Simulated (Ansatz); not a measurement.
`F/C=C/CF`, charge 0, multiplicity 1.

Question: Give a relaxed structure at PBE0-D4/def2-TZVP (Ansatz). (Estimate.)

Answer: Ansatz gave: 
Cartesian coordinates in Å:
```
F -1.393 -2.139 -0.115
C -0.929 -0.936 0.215
C 0.122 -0.396 -0.374
C 0.597 0.958 0.000
F 1.862 0.892 0.567
H -1.514 -0.468 1.000
H 0.653 -0.944 -1.145
H -0.074 1.425 0.727
H 0.675 1.608 -0.877
```
This is one stationary point; other conformers may exist.
